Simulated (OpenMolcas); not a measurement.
# C3H4F2 (SMILES F/C=C\CF) at HF/3-21G

Wanted: an optimisation with harmonic vibrations of C3H4F2. 

The results are computed with OpenMolcas 26.06.

1 further run of the same task is left out (set aside as unsound or not needed).

## (1) Starting point

The species is C3H4F2 (9 atoms), meant as a singlet with charge 0. As SMILES, `F/C=C\CF`. Geometry: relaxed at PBE0-D4/def2-TZVP. This is one conformer, not always the lowest. The run starts from this shape.

Bond lengths: F1–C2 1.336 Å, C2–C3 1.320 Å, C3–C4 1.485 Å, C4–F5 1.387 Å, C2–H6 1.084 Å, C3–H7 1.084 Å, C4–H8 1.095 Å, C4–H9 1.091 Å. Some angles: F1–C2–C3 122.6°, C2–C3–C4 124.9°, C3–C4–F5 109.9°, F1–C2–H6 112.2°, C3–C2–H6 125.2°, C2–C3–H7 117.2°, C4–C3–H7 117.9°, C3–C4–H8 111.0°, C3–C4–H9 111.5°, F5–C4–H8 107.0°.

## (2) An optimisation with harmonic vibrations at HF/3-21G

The input, job.input:

```
* C3H4F2 Hartree-Fock

&gateway
 baslib
 $CurrDir
 coord
 9
 bohr
 F     -3.34727188     1.31562733    -1.44412870
 C     -1.43014473    -0.15835905    -2.17091737
 C      0.51003708    -0.67160866    -0.68842723
 C      0.83053463     0.29328549     1.92638681
 F      3.13052030     1.53332378     2.14238251
 H     -1.67977755    -0.86681737    -4.07595028
 H      1.96985051    -1.89218277    -1.44677432
 H      0.84999881    -1.25988041     3.29322572
 H     -0.66631743     1.61911734     2.43188855
 basis
 3-21G
 group
 NoSym
>>> EXPORT MOLCAS_MAXITER=50
>>> Do While

&seward

&scf
 prorbitals
 0

&slapaf
>>> EndDo
>>> COPY $Project.Opt.xyz $CurrDir/final.xyz
>>> COPY $Project.slapaf.h5 $CurrDir/final.slapaf.h5

&mckinley

&mclr
 thermochemistry
 1
 1.0
 298.15
 End of PT
```

The basis set 3-21G is read from a file made from the Basis Set Exchange's data (not shown).

Run with:

```
$ export MOLCAS_MEM=1860
$ pymolcas job.input > job.log
```

The program printed:

```text
--- Start Module: gateway ---
[...]
--- Stop Module: gateway /rc=_RC_ALL_IS_WELL_ ---
[...]
      Basis functions           53
[...]
       Convergence after  11 Iterations
[...]
::    Total SCF energy                               -313.0537568280
[...]
 *              Molecular gradients               *
 **************************************************
  Irreducible representation: a
 ------------------------------------------------------------------------------------------
                              X                       Y                       Z
 ------------------------------------------------------------------------------------------
  F1                1.86006931845437E-02   -1.50506320433141E-02   -9.11110230221721E-03
  C2               -2.86788732766016E-02    2.00117176638783E-02    4.41564286166063E-03
  C3                9.09736860716803E-03    7.44764836543998E-03    2.45255390501558E-02
  C4                1.87518292771718E-02    3.29457486281015E-03   -1.36374747366856E-02
  F5               -1.74434385179829E-02   -8.11712729675218E-03   -1.07866963869707E-03
  H6               -4.29637989059684E-03   -2.73738937902834E-03   -1.15157517496969E-02
  H7                5.61534401343833E-03   -6.46779621245575E-03   -4.72644446082637E-03
  H8                2.81234937338146E-03   -6.37627761904147E-03    7.31202177178014E-03
[...]
 Geometry is converged in  12 iterations to a Minimum Structure
*****************************************************************************************************************
*****************************************************************************************************************
++ Geometry section
********************************************************************************
  Geometrical information of the final structure
********************************************************************************
  NOTE: on convergence the final predicted structure will be printed here.
  This is not identical to the structure printed in the head of the output.
 *********************************************************
[...]
       Convergence after   5 Iterations
[...]
::    Total SCF energy                               -313.0566539147
[...]
      Total spin, S                                     0.0000000000
[...]
      Total electronic charge=   40.000000
      Total            charge=   -0.000000
[...]
      Dipole Moment (debye):
      Origin of the operator (angstrom)=   -0.0242    0.2111    0.0655
                   X= -6.4972E-01               Y= -1.5520E+00               Z= -1.1582E+00           Total=  2.0426E+00
      Quadrupole Moment (debye*angstrom):
[...]
--- Start Module: mclr ---
[...]
     Frequency:         0.02      0.03      0.04      3.09      3.73      7.42
[...]
     Frequency:        60.98    210.59    361.28    532.00    752.81    878.37
[...]
--- Stop Module: mclr /rc=_RC_ALL_IS_WELL_ ---
[...]
--- Start Module: mclr ---
[...]
        Frequency:         3246.85 cm-1
      ---------------------------------
[...]
        Frequency:         3308.93 cm-1
      ---------------------------------
[...]
        Frequency:         3401.46 cm-1
      ---------------------------------
[...]
        Frequency:         3449.13 cm-1
      ---------------------------------
[...]
--- Stop Module: mclr /rc=_RC_ALL_IS_WELL_ ---
[...]
```

Wall time 43 s (1 thread of Intel Xeon Platinum 8259CL at 2.50GHz (Skylake/Cascade Lake), shared host); peak memory 0.39 GiB.

## (3) Outcome

At HF/3-21G:

| quantity | value |
| --- | --- |
| total energy | -313.05665 Eh |
| dipole moment | 2.04 D |
| HOMO energy | -10.66 eV |
| LUMO energy | 4.53 eV |
| HOMO–LUMO gap | 15.19 eV |
| lowest harmonic wavenumber | 61 cm⁻¹ |
| highest harmonic wavenumber | 3449 cm⁻¹ |
| zero-point energy | 187.5 kJ/mol |
| ideal-gas entropy at 298.15 K and 1 atm (symmetry number 1 as used) | 73.5 cal/(mol K) |

At the final geometry: Bond lengths: F1–C2 1.368 Å, C2–C3 1.303 Å, C3–C4 1.497 Å, C4–F5 1.408 Å, C2–H6 1.066 Å, C3–H7 1.070 Å, C4–H8 1.080 Å, C4–H9 1.077 Å. Some angles: F1–C2–C3 121.1°, C2–C3–C4 122.8°, C3–C4–F5 108.8°, F1–C2–H6 112.9°, C3–C2–H6 126.1°, C2–C3–H7 119.8°, C4–C3–H7 117.4°, C3–C4–H8 110.8°, C3–C4–H9 111.0°, F5–C4–H8 107.7°. All 21 modes are real, so the shape is a minimum at this level.
